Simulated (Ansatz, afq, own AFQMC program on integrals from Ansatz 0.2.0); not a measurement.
# Breaking Ge5–H9 in C2H6GeO2, singlet

```xyz
11

C    -0.0906   -1.5870    1.2232
C    -0.2967   -0.5747    0.1348
O    -1.1254   -0.6608   -0.7425
O     0.5349    0.4590    0.2176
Ge    0.2926    1.7083   -1.1125
H    -0.7999   -2.4135    1.1057
H     0.9422   -1.9634    1.1867
H    -0.2238   -1.1073    2.2039
H    -1.1156    2.2973   -0.9935
H     1.3734    2.7303   -0.7349
H     0.5741    1.0547   -2.4681
```

Products: C2H5GeO2 (doublet; CH3–C(–O)–O–GeH2) and H (doublet), each relaxed with PBE0/def2-SVP like the molecule; electronic energies without zero-point terms. Determinants: RHF, UHF and UHF in that order.

Basis def2-SVP. Only valence electrons are correlated. AFQMC by an in-house program on the Cholesky factors that Ansatz 0.2.0 writes for its CCSD(T) run. The CISD trial takes its coefficients from CCSD amplitudes. Released means that phaseless walkers are propagated on without the constraint, phases kept. Error bars are statistical, one sigma. No spin–orbit coupling. The errors of all members are added in quadrature.

No full CI on the walks' own integrals is used here. The released AFQMC energy serves as the reference, which it does only where one determinant dominates, the energy is flat over the last release times and near the phaseless one (40 meV or 2 meV an electron, half that with transition metals). On small molecules, where full CI could be run and the noise was under 10 meV, such values lay within 10 meV of it in 19 cases of 20, a flattering rate, since the rule was set on those same cases; what remains of the bias isn't in the error bar. Each member takes its own surest rung, up to full CI.

Errors are counted within def2-SVP, not against nature.

Cautions: inner d shell frozen; no relativity below Rb; no spin-orbit coupling; C₂H₆GeO₂ (singlet): the released value is read at 0.60 1/Eh with a noise of 16 meV, more than in the cases checked (meV from the phaseless value at times in 1/Eh: -16 ± 15 at 0.20, -18 ± 15 at 0.40, -16 ± 16 at 0.60); C₂H₅GeO₂ (doublet): the released value is read at 0.60 1/Eh with a noise of 22 meV, more than in the cases checked (meV from the phaseless value at times in 1/Eh: -26 ± 14 at 0.20, -41 ± 18 at 0.40, -27 ± 22 at 0.60).

Reference (AFQMC with the constraint released): 86.9 ± 0.6 kcal/mol.

```json
{"level": "HF", "bond energy (kcal/mol)": "71.5", "error against released AFQMC (kcal/mol)": "-15.3 ± 0.6"}
{"level": "MP2", "bond energy (kcal/mol)": "84.4", "error against released AFQMC (kcal/mol)": "-2.4 ± 0.6"}
{"level": "CCSD", "bond energy (kcal/mol)": "87.1", "error against released AFQMC (kcal/mol)": "0.2 ± 0.6"}
{"level": "CCSD(T)", "bond energy (kcal/mol)": "87.0", "error against released AFQMC (kcal/mol)": "0.2 ± 0.6"}
{"level": "ph-AFQMC/CISD", "bond energy (kcal/mol)": "87.1 ± 0.5", "error against released AFQMC (kcal/mol)": "0.3 ± 0.8"}
```

Correlation beyond CCSD(T) changes it by less than twice the noise. The perturbative (T) step is worth −0.1 kcal/mol.

Released energies are given only where the last usable release times agree within the noise; a slower fall can still hide under it.
